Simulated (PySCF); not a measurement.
Compound: C₅H₁₀N (doublet state).
Cartesian coordinates in Å at the GFN2-xTB level; atoms count from 1:
```
atom  x, y, z in Å
C1     2.4405   -0.0194   -0.0610
C2     1.0100   -0.3907   -0.1108
C3    -0.0397    0.3881    0.5437
C4    -1.1874   -0.4263    1.2062
C5    -2.0912    0.0417    0.0637
N6    -1.0542    0.9744   -0.3802
H7     3.0719   -0.9091   -0.0644
H8     2.6568    0.5697    0.8287
H9     2.7353    0.5790   -0.9330
H10    0.7081   -1.1634   -0.8011
H11    0.3875    1.1681    1.1814
H12   -1.4737   -0.0501    2.1836
H13   -1.0101   -1.4971    1.2588
H14   -2.3441   -0.7494   -0.6495
H15   -3.0071    0.5615    0.3541
H16   -0.8101    0.9320   -1.3640
```

The hyperfine couplings belong to this conformer and change with its torsions.

The species is `C[CH][C@@H]1CCN1` [radical].

Method: UKS B3LYP, pcH-1 on C H N, non-relativistic, mean-field spin-orbit, GIAO in PySCF. The structure is a single GFN2-xTB conformer in the gas phase; no vibrational or solvent corrections. A GFN2-xTB geometry isn't a minimum of the functional, and hyperfine couplings can be far from their values at a DFT geometry. Stability of the SCF solution: not tested.

(1) Predict the first-order ENDOR lines of C2, C4, C3, C1, N6, H7/H8/H9, H10, H16, H11 and H13 under fast tumbling at B = 3360.3 mT (W band).

(2) Which pairs are centred on the nuclear Larmor frequency, and which on half the coupling?

(3) At what field would the lower line of H7/H8/H9 fall to zero frequency?

Results:

(1) ν± = |νn ± a/2|, one line for each electron-spin manifold; νn = |g_N| × 7.62259 MHz/T × B.

| nuclei | isotope | g_N | νn (MHz) | a_iso (MHz) | lower line (MHz) | upper line (MHz) |
| --- | --- | --- | --- | --- | --- | --- |
| C2 | 13C | 1.4048 | 35.98 | 88.96 | 8.49 | 80.46 |
| C4 | 13C | 1.4048 | 35.98 | 69.80 | 1.08 | 70.88 |
| C3 | 13C | 1.4048 | 35.98 | -35.17 | 18.40 | 53.57 |
| C1 | 13C | 1.4048 | 35.98 | -32.27 | 19.85 | 52.12 |
| N6 | 14N | 0.4038 | 10.34 | 11.05 | 4.82 | 15.87 |
| H7/H8/H9 | 1H | 5.5857 | 143.07 | 77.80 | 104.17 | 181.97 |
| H10 | 1H | 5.5857 | 143.07 | -57.39 | 114.38 | 171.77 |
| H16 | 1H | 5.5857 | 143.07 | -7.92 | 139.11 | 147.03 |
| H11 | 1H | 5.5857 | 143.07 | 3.99 | 141.08 | 145.07 |
| H13 | 1H | 5.5857 | 143.07 | -3.91 | 141.12 | 145.03 |

The rows for 13C, of low natural abundance, apply to labelled samples.

(2) Centred on νn, since |a| < 2νn: C4, C3, C1, N6, H7/H8/H9, H10, H16, H11 and H13. Centred on |a|/2 and split by 2νn: C2.

(3) Where νn = |a|/2, that is B = 38.90 MHz/(5.5857 × 7.62259 MHz/T) = 914 mT, as far as first order holds there.

Couplings of abundant isotopes left out: H12 (2.3 MHz), H15 (1.3 MHz) and H14 (1.0 MHz).

Nuclei that the bonding pattern makes equivalent are averaged, as if the motion that swaps them (rotation, inversion, ring flip) were fast. The three 1H nuclei of mean +77.8 MHz run from 19.4 to 152.0 MHz in the frozen geometry.

The largest Mulliken spin populations are on C2 (+0.98), C1 (-0.08), C3 (-0.08) and N6 (+0.08). No atom but C2 exceeds +0.15. The positive populations add up to 1.21 and the negative ones to -0.21, together 2S = 1. The angles at C2 add up to 359.1°, so it is planar; its axial dipolar tensor and the negative coupling of its proton fit spin in a p orbital normal to that plane.
